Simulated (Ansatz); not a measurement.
One change: `CSS` becomes `NCSS`.

Ansatz, PBE0-D4/def2-TZVP geometries, multiplicity 1. Each molecule was computed in one conformer, which needn't be the lowest.

```json
{"property": "HOMO energy (ωB97M-V/def2-TZVPP) / eV", "`CSS`": "-9.11"}
{"property": "HOMO energy (B3LYP/def2-TZVPP) / eV", "`CSS`": "-6.70"}
{"property": "ideal-gas entropy at 298 K and 1 bar (rigid rotor, harmonic PBE0-D4/def2-TZVP) / J/(mol·K)", "`CSS`": "294"}
{"property": "HOMO–LUMO gap (B3LYP/def2-TZVPP) / eV", "`CSS`": "5.96"}
{"property": "HOMO–LUMO gap (PBE0/def2-TZVPP) / eV", "`CSS`": "6.43"}
{"property": "LUMO energy (PBE/def2-TZVPP) / eV", "`CSS`": "-1.50"}
```

Question: What does the change do to each property? (Estimate.)

Answer: Ansatz gave: 
```
                                                                                  property  `NCSS`  shift
                                                     HOMO energy (ωB97M-V/def2-TZVPP) / eV   -9.02   0.09
                                                       HOMO energy (B3LYP/def2-TZVPP) / eV   -6.58   0.12
ideal-gas entropy at 298 K and 1 bar (rigid rotor, harmonic PBE0-D4/def2-TZVP) / J/(mol·K)     319     25
                                                     HOMO–LUMO gap (B3LYP/def2-TZVPP) / eV    5.81  -0.15
                                                      HOMO–LUMO gap (PBE0/def2-TZVPP) / eV    6.28  -0.15
                                                         LUMO energy (PBE/def2-TZVPP) / eV   -1.52  -0.02
```

The zero-point energy changes by 48.6 kJ/mol with +6 modes.

B3LYP here is the variant with VWN-RPA as its local correlation; programs differ in this.
